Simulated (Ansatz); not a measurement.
# C2H3N: vertical ionisation energy

An exercise on one series of results from a longer session: the logs are not shown, and one member is left open.

Program: Ansatz 0.2.0, Gaussian basis. Level of theory: unrestricted cation, the program's frozen cores in correlated methods. These are calculated values, not measurements.

The runs, in order: UKS PBE-D4/def2-TZVPP; UKS r2SCAN-D4/def2-TZVPP; UKS PBE0-D4/def2-TZVPP; UKS B3LYP-D4/def2-TZVPP; UKS wB97X-V/def2-TZVPP; UKS wB97M-V/def2-TZVPP; UKS B2PLYP/def2-TZVPP; UHF-CCSD(T)/def2-TZVPP; UHF-MP2/def2-QZVPP; extrapolation to the limit; then −ε(HOMO) from the neutral's earlier runs with LDA (SPW92), PBE-D4, revPBE-D4, BLYP-D4, r2SCAN-D4, B97M-V, PBE0-D4, B3LYP-D4, r2SCANh-D4, r2SCAN0-D4, HSE06-D4, BHLYP-D4, CAM-B3LYP-D4, LC-ωPBE, ωB97X-V, ωB97M-V.

1 further run of the same task is left out (it didn't finish).

### The relaxed structure

An earlier PBE0-D4 in a triple-zeta def2 set relaxation fixed the geometry.

SMILES `C1=NC1`, 6 atoms, charge 0, spin multiplicity 1.

Atoms are counted from 1 here; the program's logs count them from 0.

Bond lengths: C1–N2 1.245 Å, C1–C3 1.442 Å, C1–H4 1.082 Å, N2–C3 1.527 Å, C3–H5 1.086 Å, C3–H6 1.086 Å. Angles: N2–C1–C3 68.8°, N2–C1–H4 139.1°, C3–C1–H4 152.1°, C1–N2–C3 61.7°, C1–C3–N2 49.5°, C1–C3–H5 120.6°, C1–C3–H6 120.6°, N2–C3–H5 116.4°, N2–C3–H6 116.4°, H5–C3–H6 115.9°.

As a file:

```xyz
6
charge 0, multiplicity 1
C    -0.54933   -0.54054   -0.30221
N     0.38736   -1.05954    0.33368
C     0.37427    0.45918    0.17481
H    -1.44463   -0.84093   -0.83100
H     1.12289    0.88169   -0.48909
H     0.15153    1.03623    1.06760
```

The first run:

Input file in.yaml:

```yaml
crystal:
  periodic: [false, false, false]
  atoms:
    - {symbol: C, position_ang: [-0.549326, -0.540537, -0.302208]}
    - {symbol: N, position_ang: [0.387364, -1.059539, 0.333681]}
    - {symbol: C, position_ang: [0.374269, 0.459184, 0.174806]}
    - {symbol: H, position_ang: [-1.444628, -0.840926, -0.830995]}
    - {symbol: H, position_ang: [1.122891, 0.881685, -0.489088]}
    - {symbol: H, position_ang: [0.151528, 1.036233, 1.067605]}
basis:
  gaussian: {orbitals: def2-TZVPP}
total_charge: 1
magnetization: {spin_polarized: true, initial_magnetization: 1}
hamiltonian: {xc: pbe, dispersion: d4}
```

The run is started by

```sh
ansatz run in.yaml --threads 2 --pin off --events-out ev --progress --plain --max-ram 4352MiB
```

Among the steps run: Cation, UKS PBE-D4/def2-TZVPP; Cation, UKS r2SCAN-D4/def2-TZVPP; Cation, UKS PBE0-D4/def2-TZVPP; Cation, UKS B3LYP-D4/def2-TZVPP; Cation, UKS wB97X-V/def2-TZVPP; Cation, UKS wB97M-V/def2-TZVPP; Cation, UKS B2PLYP (frozen core)/def2-TZVPP; Cation, UHF-CCSD(T)/def2-TZVPP; Cation, UHF-MP2/def2-QZVPP.

One table of the session follows, with a row left open; its other results are not shown here.

It belongs to the step «Ionisation energies side by side». Orbital estimates, from the neutral's runs:

| functional | −ε(HOMO) (eV) |
| --- | --- |
| LDA (SPW92) | 6.76 |
| PBE-D4 | 6.61 |
| revPBE-D4 | 6.56 |
| BLYP-D4 | 6.49 |
| r2SCAN-D4 | ? |
| B97M-V | 6.96 |
| PBE0-D4 | 7.98 |
| B3LYP-D4 | 7.75 |
| r2SCANh-D4 | 7.38 |
| r2SCAN0-D4 | 8.15 |
| HSE06-D4 | 7.58 |
| BHLYP-D4 | 9.23 |
| CAM-B3LYP-D4 | 9.40 |
| LC-ωPBE | 10.80 |
| ωB97X-V | 10.40 |
| ωB97M-V | 10.31 |

**Question.** Estimate the row for r2SCAN-D4.

Worked estimate for «−ε(HOMO) (eV)». Against the share of exact exchange, r2SCANh-D4 (0.1, 7.38), r2SCAN0-D4 (0.25, 8.15) give a slope of 5.13 per unit share; at 0 the line stands at 6.87.

The run gave: −ε(HOMO) (eV): 6.87. In «−ε(HOMO) (eV)» the line misses by 0.00.
